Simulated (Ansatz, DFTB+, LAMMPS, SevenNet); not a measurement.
# Equilibrium volume per atom of hcp Zr: levels of theory against measurement

Reference value: 23.18 Å³/atom (measured, copied from a table, unchecked, extrapolated to 0 K and zero-point effects removed; as tabulated in Lejaeghere et al. (2013), arXiv:1204.2733).

| level (code) | value (Å³/atom) |
|---|---|
| Finnis–Sinclair EAM Zr_mm.eam.fs (LAMMPS) | 23.40 |
| GFN1-xTB (DFTB+) | 41.08 |
| SevenNet-0 (SevenNet) | 23.48 |
| LDA (Ansatz) | … |
| PBE (Ansatz) | 23.39 |
| PBE-D4 (Ansatz) | … |
| r²SCAN-D4 (Ansatz) | 23.41 |
| r²SCAN+rVV10 (Ansatz) | … |
| HSE06 (Ansatz) | 23.51 |

Task: Some entries are withheld; supply them.

Result: 
- LDA (Ansatz, a program for electronic structure), value (Å³/atom): 21.78
- PBE-D4 (Ansatz), value (Å³/atom): 23.05
- r²SCAN+rVV10 (Ansatz), value (Å³/atom): 23.28

Errors against the reference: Finnis–Sinclair EAM Zr_mm.eam.fs +0.9 %, GFN1-xTB +77 %, SevenNet-0 +1.3 %, LDA -6.0 %, PBE +0.9 %, PBE-D4 -0.6 %, r²SCAN-D4 +1.0 %, r²SCAN+rVV10 +0.4 %, HSE06 +1.4 %.

Leaving aside Finnis–Sinclair EAM Zr_mm.eam.fs, which can be fitted to such values or carry a doubt: Nearest, and too close to rank with a margin of 1.0 % (twice that across the reference) picked here for doubts on the reference and the settings: r²SCAN+rVV10 (+0.4 %), PBE-D4 (-0.6 %), PBE (+0.9 %), r²SCAN-D4 (+1.0 %), SevenNet-0 (+1.3 %), HSE06 (+1.4 %). GFN1-xTB (+77 %) misses by most. Within 2 %: SevenNet-0, PBE, PBE-D4, r²SCAN-D4, r²SCAN+rVV10, HSE06. Of the first-principles levels, DFT without exact exchange (PBE, PBE-D4, r²SCAN-D4, r²SCAN+rVV10) would do here.

GFN1-xTB: the cell moved over 20 % in volume from its start. GFN1-xTB: the method was fitted mainly to molecules. HSE06: hybrids on metals are sensitive to the k mesh and can open a false gap. Cutoffs and k meshes differ between the levels. Ansatz's density-functional and Hartree–Fock values are scalar-relativistic unless marked +SOC, with PAW data made under PBE.

Empirical potentials (Finnis–Sinclair EAM Zr_mm.eam.fs) are fitted to chosen data, which need not cover the solid at hand: agreement can be built in, and what lay outside the fit can be far off. Machine-learned potentials (SevenNet-0) are trained on DFT data, which may include these solids.

Differences are worked out from the printed values.
